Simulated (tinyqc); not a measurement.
Extended Hueckel theory, for BH3, step by step. One step of it, computed by the program tinyqc.

Problem. Mulliken analysis. P = C n C^T; charge = valence electrons (H 1, B 3) minus the sum of (P S)_ii on the atom; overlap population = 2 sum P_ij S_ij between two atoms.

coefficients:
```
              MO1        MO2        MO3        MO4        MO5        MO6        MO7
1B 2s    0.516949   0.000000  -0.000135   0.015555  -0.002130   0.000000   1.639984
1B 2px  -0.000008   0.000000   0.401426   0.000000   1.373102   0.000000   0.002700
1B 2py   0.000000   0.401266   0.000000   0.000000   0.000000   1.373893   0.000000
1B 2pz   0.000293   0.000000   0.000000   0.999835   0.000042   0.000000  -0.030943
2H 1s    0.278180   0.000000   0.583130  -0.003999  -1.093297   0.000000  -0.854754
3H 1s    0.278116   0.504980  -0.291593  -0.004003   0.548221  -0.948167  -0.851900
4H 1s    0.278116  -0.504980  -0.291593  -0.004003   0.548221   0.948167  -0.851900
```

occupations: 2.000000  2.000000  2.000000  0.000000  0.000000  0.000000  0.000000

overlap S:
```
           1B 2s     1B 2px     1B 2py     1B 2pz      2H 1s      3H 1s      4H 1s
1B 2s   1.000000   0.000000   0.000000   0.000000   0.519863   0.519796   0.519796
1B 2px  0.000000   1.000000   0.000000   0.000000   0.550196  -0.274800  -0.274800
1B 2py  0.000000   0.000000   1.000000   0.000000   0.000000   0.476614  -0.476614
1B 2pz  0.000000   0.000000   0.000000   1.000000  -0.009309  -0.009307  -0.009307
2H 1s   0.519863   0.550196   0.000000  -0.009309   1.000000   0.112624   0.112624
3H 1s   0.519796  -0.274800   0.476614  -0.009307   0.112624   1.000000   0.112413
4H 1s   0.519796  -0.274800  -0.476614  -0.009307   0.112624   0.112413   1.000000
```

Give: charges; Overlap populations.

Solution.

charges: 1B 0.6002, 2H -0.2001, 3H -0.2001, 4H -0.2001

Overlap populations:
```
pair      value
2-1    0.814032
3-1    0.813980
3-2   -0.041748
4-1    0.813980
4-2   -0.041748
4-3   -0.041651
```
